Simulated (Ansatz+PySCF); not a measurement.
Stretching singlet HCl

The H–Cl distance is varied.

Basis set: 6-31G (spherical functions). Correlated methods keep 5 orbitals frozen. Charge 0, multiplicity 1.

Computed with Ansatz (development build ahead of 0.2.0) and PySCF 2.14.0, each point on the determinant that the search for low states chose. Each curve is measured from its own lowest point listed. The UHF curve may step between solutions. The UHF-CCSD(T) curve may step between solutions.

| r(H–Cl) (Å) | UHF-CCSD(T) (eV) | PBE0 (restricted) (eV) | PBE0 (unrestricted) (eV) |
| --- | --- | --- | --- |
| 1.157 | 0.511 | 0.455 | 0.455 |
| 1.349 | 0.000 | 0.000 | 0.000 |
| 1.542 | 0.387 | 0.472 | 0.472 |
| 1.735 | 1.016 | 1.224 | 1.224 |
| 1.928 | 1.649 | 2.016 | 2.016 |
| 2.121 | 2.190 | 2.760 | 2.723 |
| 2.249 | 2.484 | 3.211 | 3.043 |
| 2.442 | 2.825 | 3.811 | 3.360 |
| 2.635 | 3.063 | 4.319 | 3.557 |
| 2.827 | 3.217 | 4.741 | 3.682 |
| 3.020 | 3.303 | 5.086 | 3.762 |
| 3.213 | 3.341 | 5.365 | 3.812 |

(1) Give the UHF curve at the same distances.

## Answers

(1)

| r (Å) | E (eV) |
| --- | --- |
| 1.157 | 0.348 |
| 1.349 | 0.000 |
| 1.542 | 0.572 |
| 1.735 | 1.407 |
| 1.928 | 1.957 |
| 2.121 | 2.239 |
| 2.249 | 2.348 |
| 2.442 | 2.447 |
| 2.635 | 2.502 |
| 2.827 | 2.532 |
| 3.020 | 2.549 |
| 3.213 | 2.558 |

Caution for UHF at some points, UHF-CCSD(T) at some points, PBE0 (unrestricted) at some points: the unrestricted determinant is a mixture of spin states. Caution for UHF-CCSD(T) at some points: bonds are stretched, where a single reference can fail; large amplitudes, a single reference is doubtful; a plain start can end on a higher determinant; the amplitudes may be one of several solutions; another reference gives a lower total; the program doubts this total. Caution for PBE0 (restricted) at some points, PBE0 (unrestricted) at some points: charge can spread falsely over distant fragments. Caution for PBE0 (restricted) at some points: an unrestricted determinant lies well below.
